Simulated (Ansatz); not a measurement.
The same path of FH + H6Si2 (10 atoms, charge 0, multiplicity 1) was run twice with different band settings. Lost on the way: Si1–H2, F9–H10. Made: Si1–F9, H2–H10.

The calculation used RKS PBE0-D4/6-31G* (Ansatz).

Relaxed end points:

```xyz
10
Properties=species:S:1:pos:R:3
Si -0.101 0.287 -0.116
H -0.152 0.431 1.371
H 1.321 0.363 -0.545
H -0.827 1.458 -0.688
Si -1.101 -1.725 -0.781
H -1.726 -2.405 0.391
H -2.185 -1.467 -1.774
H -0.113 -2.650 -1.397
F 1.173 -2.151 1.253
H 0.614 -1.934 1.968
```

```xyz
10
Properties=species:S:1:pos:R:3
Si 0.260 0.146 -0.566
H -0.027 -2.047 2.982
H 1.186 0.308 -1.722
H -0.553 1.388 -0.429
Si -1.128 -1.704 -0.902
H -2.102 -1.873 0.211
H -1.885 -1.468 -2.167
H -0.336 -2.957 -1.052
F 1.153 -0.027 0.775
H 0.333 -1.559 2.552
```

Common settings: spring 5.0 eV/Å²; optimiser quadratic models (default); start path through a guess of the saddle point; force threshold 0.05 eV/Å; iteration limit 60; end points relaxed.

| run | movable images | climbing image |
| --- | --- | --- |
| 1 | 7 | yes |
| 2 | 8 | no |

(1) What does each run give, and how far can it be trusted?

## Answers

(1) Run 1: converged after 25 iterations, highest image 1.412 eV above the first end. Neighbouring images differ by up to 1.8 eV, so the band resolves the path poorly. A vibrational analysis at the climbing image gives one clearly imaginary mode, 1191i cm⁻¹: a first-order saddle point.
Run 2: converged after 22 iterations, highest image 0.695 eV above the first end. Neighbouring images differ by up to 1.3 eV, so the band resolves the path poorly. No image climbed, so the highest image needn't sit at the top of the path.
The orbitals stay closed-shell, which can raise the energy where a bond breaks towards radicals; this wasn't checked here.
